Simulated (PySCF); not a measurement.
Ligands exchanged one at a time, Si C2H5-H. All species are isolated molecules in the gas phase. One relaxed conformer stands for each flexible species; it need not be the lowest. Strings in code marks are SMILES. All members: neutral, multiplicity 1. Level: B3LYP-D3(BJ)/def2-TZVP // B3LYP-D3(BJ)/def2-SVP (PySCF), beside PBE-D3(BJ)/def2-TZVP // B3LYP-D3(BJ)/def2-SVP (PySCF) at the same geometries. B3LYP has the VWN-RPA correlation part, as in Gaussian. 

| species | HOMO–LUMO gap, PBE (eV) | HOMO–LUMO gap, B3LYP-D3(BJ) (eV) |
|---|---|---|
| `CC[Si](CC)(CC)CC` | 6.52 | 8.08 |
| `CC[SiH2]CC` (C–C–Si–C torsion 180°, C–Si–C–C torsion 180°) | 6.83 | withheld |
| `CC[SiH](CC)CC` | 6.93 | 8.48 |
| `CC[SiH3]` | 7.11 | 8.72 |
| `[SiH4]` | 8.72 | 10.47 |

Problem. Fit y = a + b·x, y being the HOMO–LUMO gap at the first level, to the 4 complete rows by least squares, with x = the PBE value in eV. Give a, b and the rms residual, and predict the withheld value.

Solution. Means of the 4 rows: x̄ = 7.32, ȳ = 8.9375 eV. Σ(x − x̄)² = 2.7962 and Σ(x − x̄)(y − ȳ) = 3.0556, so b = 1.093 and a = ȳ − b·x̄ = 0.937 eV. The rms residual is 0.019 eV. At x = 6.83 the line gives 8.40 eV. The run for `CC[SiH2]CC` (C–C–Si–C torsion 180°, C–Si–C–C torsion 180°) gave 8.43 eV, so the line is off by 0.03 eV, within twice the rms residual.

Codes: PySCF.
